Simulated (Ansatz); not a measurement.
**C₄H₅N: how energies converge with the basis set**

One table from this session's results is given with a row withheld; the runs are named, their logs left out.

Program: Ansatz 0.2.0, Gaussian basis. Level of theory: one geometry, several basis sets. These are calculated values, not measurements.

Levels to be run: PBE0-D4/def2-SVP; ωB97M-V/def2-SVP; PBE0-D4/def2-QZVPP; ωB97M-V/def2-QZVPP; the functionals' def2-TZVPP values are taken from earlier runs.

## Structure used throughout

All runs share one geometry, relaxed beforehand with PBE0-D4 in a triple-zeta def2 set.

SMILES `C#C/N=C\C`, 10 atoms, charge 0, spin multiplicity 1.

Atoms are counted from 1 here; the program's logs count them from 0.

Bond lengths: C1–C2 1.206 Å, C1–H6 1.063 Å, C2–N3 1.330 Å, N3–C4 1.275 Å, C4–C5 1.484 Å, C4–H7 1.091 Å, C5–H8 1.090 Å, C5–H9 1.095 Å, C5–H10 1.095 Å. Angles: C2–C1–H6 179.9°, C1–C2–N3 174.3°, C2–N3–C4 122.0°, N3–C4–C5 127.3°, N3–C4–H7 115.5°, C5–C4–H7 117.2°, C4–C5–H8 111.6°, C4–C5–H9 109.8°, C4–C5–H10 109.8°, H8–C5–H9 109.4°, H8–C5–H10 109.5°, H9–C5–H10 106.5°.

The first run:

in.yaml reads:

```yaml
crystal:
  periodic: [false, false, false]
  atoms:
    - {symbol: C, position_ang: [-1.287915, 1.843132, 1.022794]}
    - {symbol: C, position_ang: [-1.219804, 0.780501, 0.457547]}
    - {symbol: N, position_ang: [-1.276772, -0.394705, -0.163185]}
    - {symbol: C, position_ang: [-0.226286, -1.017430, -0.528352]}
    - {symbol: C, position_ang: [1.182276, -0.586874, -0.347432]}
    - {symbol: H, position_ang: [-1.346516, 2.780221, 1.521224]}
    - {symbol: H, position_ang: [-0.395832, -1.971973, -1.028160]}
    - {symbol: H, position_ang: [1.246042, 0.377853, 0.155362]}
    - {symbol: H, position_ang: [1.728099, -1.337087, 0.233485]}
    - {symbol: H, position_ang: [1.679809, -0.524736, -1.320384]}
basis:
  gaussian: {orbitals: def2-SVP}
hamiltonian: {xc: pbe0, dispersion: d4}
output: {orbitals: {seedname: orbitals}}
```

Command:

```
$ ansatz run in.yaml --threads 2 --pin off --events-out ev --progress --plain --max-ram 4352MiB
```

Steps of the session up to this table: PBE0-D4 in def2-SVP; ωB97M-V in def2-SVP; PBE0-D4 in def2-QZVPP; ωB97M-V in def2-QZVPP.

One of the session's tables, all rows but one given; the rest of the session is left out.

It belongs to the step «Functionals by basis». 

```
functional       basis  HOMO (eV)
   PBE0-D4    def2-SVP      -6.81
   PBE0-D4  def2-TZVPP          ?
   PBE0-D4  def2-QZVPP      -6.95
   ωB97M-V    def2-SVP      -9.02
   ωB97M-V  def2-TZVPP      -9.15
   ωB97M-V  def2-QZVPP      -9.17
```

**Question.** Estimate the row for PBE0-D4, def2-TZVPP.

**Answer.** HOMO (eV): -6.92. In the column «HOMO (eV)» it lies between PBE0-D4, def2-QZVPP (-6.95) and PBE0-D4, def2-SVP (-6.81).
